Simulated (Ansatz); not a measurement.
# C4H5F: a ladder of functionals and wavefunction methods

Aim: compute C4H5F with functionals from several rungs and with coupled cluster, and see how far each lands from CCSD(T) at the basis-set limit for the atomisation energy.

Method: functionals in def2-TZVPP, the program's frozen cores in correlated methods; program: Ansatz 0.2.0, Gaussian basis.

The runs, in order: LDA (SPW92), PBE-D4, revPBE-D4, BLYP-D4, r2SCAN-D4, B97M-V, PBE0-D4, B3LYP-D4, r2SCANh-D4, r2SCAN0-D4, HSE06-D4, BHLYP-D4, CAM-B3LYP-D4, LC-ωPBE, ωB97X-V, ωB97M-V, B2PLYP, PBE-QIDH; CCSD(T)/def2-SVP; CCSD(T)/def2-TZVPP; MP2/def2-QZVPP; extrapolation to the limit; RPA on PBE.

## (1) Structure used throughout

The geometry comes from an earlier relaxation with PBE0-D4 in a triple-zeta def2 set; it is a stationary point, not always the lowest conformer.

10 atoms, charge 0, spin multiplicity 1.

Atoms are counted from 1 here; the program's logs count them from 0.

Bond lengths: C1–C2 1.199 Å, C1–H6 1.065 Å, C2–C3 1.457 Å, C3–C4 1.512 Å, C3–F5 1.390 Å, C3–H7 1.096 Å, C4–H8 1.091 Å, C4–H9 1.091 Å, C4–H10 1.090 Å. Angles: C2–C1–H6 179.5°, C1–C2–C3 178.6°, C2–C3–C4 112.7°, C2–C3–F5 109.4°, C2–C3–H7 108.9°, C4–C3–F5 108.9°, C4–C3–H7 110.3°, F5–C3–H7 106.4°, C3–C4–H8 109.6°, C3–C4–H9 110.0°, C3–C4–H10 110.1°, H8–C4–H9 109.0°, H8–C4–H10 109.3°, H9–C4–H10 108.8°.

## (2) LDA

This LDA is Slater exchange with PW92 correlation.

in.yaml reads:

```yaml
crystal:
  periodic: [false, false, false]
  atoms:
    - {symbol: C, position_ang: [-1.549007, 1.663751, -0.194152]}
    - {symbol: C, position_ang: [-0.599212, 0.940606, -0.307956]}
    - {symbol: C, position_ang: [0.557685, 0.060529, -0.411225]}
    - {symbol: C, position_ang: [0.499427, -1.094912, 0.562662]}
    - {symbol: F, position_ang: [0.642065, -0.443008, -1.703641]}
    - {symbol: H, position_ang: [-2.393373, 2.305594, -0.102536]}
    - {symbol: H, position_ang: [1.467203, 0.650289, -0.248875]}
    - {symbol: H, position_ang: [1.381356, -1.724472, 0.436815]}
    - {symbol: H, position_ang: [0.473795, -0.719343, 1.586812]}
    - {symbol: H, position_ang: [-0.396838, -1.690133, 0.384998]}
basis:
  gaussian: {orbitals: def2-TZVPP}
hamiltonian: {xc: lda}
output: {orbitals: {seedname: orbitals}}
```

Run with:

```sh
$ ansatz run in.yaml --threads 2 --pin off --events-out ev --progress --plain --max-ram 4352MiB
```

After this run come: PBE-D4 (GGA); revPBE-D4 (GGA); BLYP-D4 (GGA); r2SCAN-D4 (meta-GGA); B97M-V (meta-GGA); B3LYP-D4 (hybrid); r2SCANh-D4 (hybrid); r2SCAN0-D4 (hybrid); HSE06-D4 (hybrid); BHLYP-D4 (hybrid); CAM-B3LYP-D4 (range-separated); LC-ωPBE (range-separated); ωB97X-V (range-separated); ωB97M-V (range-separated); B2PLYP (double hybrid); PBE-QIDH (double hybrid); CCSD(T) in def2-SVP; CCSD(T) in def2-TZVPP; MP2 in def2-QZVPP; RPA on PBE orbitals.

Before running them: what should the planned runs give, taken together? Wanted: atomisation energy, CCSD(T)/CBS; farthest beyond LDA; mean size of error, GGA; mean size of error, meta-GGA; mean size of error, hybrid; mean size of error, range-separated; mean size of error, double hybrid; gap, smallest and largest; T1 diagnostic.

**Answer**, as computed:

| quantity | value |
| --- | --- |
| atomisation energy, CCSD(T)/CBS | 1004.1 kcal/mol |
| functionals within 5.0 kcal/mol (0.5 %) | revPBE-D4, BLYP-D4, r2SCAN-D4, B97M-V, B3LYP-D4, r2SCANh-D4, LC-ωPBE, ωB97X-V, ωB97M-V, PBE-QIDH |
| farthest beyond LDA | BHLYP-D4 (-33.1 kcal/mol) |
| mean size of error, GGA | 13.4 kcal/mol |
| mean size of error, meta-GGA | 2.6 kcal/mol |
| mean size of error, hybrid | 11.9 kcal/mol |
| mean size of error, range-separated | 2.9 kcal/mol |
| mean size of error, double hybrid | 3.0 kcal/mol |
| gap, smallest and largest | 6.01 eV (LDA (SPW92)), 13.61 eV (LC-ωPBE) |
| T1 diagnostic | 0.0115 |
| triples share of the correlation energy | 4.0 % |

In words: The LDA atomisation energy is off by 156.8 kcal/mol (16 %): it overbinds. PBE-D4 misses by +32.4 kcal/mol. Double hybrids carry the basis error of their MP2 part in triple zeta, and no dispersion term here, so their miss is partly the set-up's. The rungs meta-GGA, range-separated, double hybrid miss on average by less than the doubt on the reference (5.0 kcal/mol), so they tie. Misses under about 5.0 kcal/mol are within the doubt on the reference itself, which lacks core-valence correlation, relativity and higher excitations. Hartree-Fock recovers 73 % of the binding; the rest is correlation. CCSD(T) in def2-SVP is off by -39.9 kcal/mol, which most functionals beat. The gap grows from 6.0 to 13.6 eV across the functionals, mostly with the share of exact exchange.
